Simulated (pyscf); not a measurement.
Elementary routes open to H₃C–CH₂–O–O• in the gas phase (doublet surface):
A. •O–OH + ethylene (H₂C=CH₂) (C–O, C–H broken; H–O formed)
B. •H₂C–CH₂–O–OH (C–H broken; H–O formed)

Structures and frequencies: ωB97X-D3(BJ)/def2-SVP in PySCF.

Q: Rank the routes by free-energy barrier at 600 K, lowest first, for ωB97M-D3(BJ)/def2-TZVP energies (ideal gas, 1 atm, RRHO with modes under 100 cm⁻¹ raised to 100, one conformer, R ln 2 for rigid chiral ones).

A: A (134.7 kJ/mol), B (167.3 kJ/mol)

Route A is the fastest of these, ahead of the next by 32.6 kJ/mol. The most stable products are those of A (ΔG = +0.3 kJ/mol), so kinetics and thermodynamics agree. At 1200 K A is still the fastest. A: On the product side the descent ends in a complex, 22.1 kJ/mol under the separated species and 63.1 kJ/mol under the saddle at ωB97X-D3(BJ)/def2-TZVP. Only these routes are compared; each barrier is that of the saddle found, and lower ones may exist.
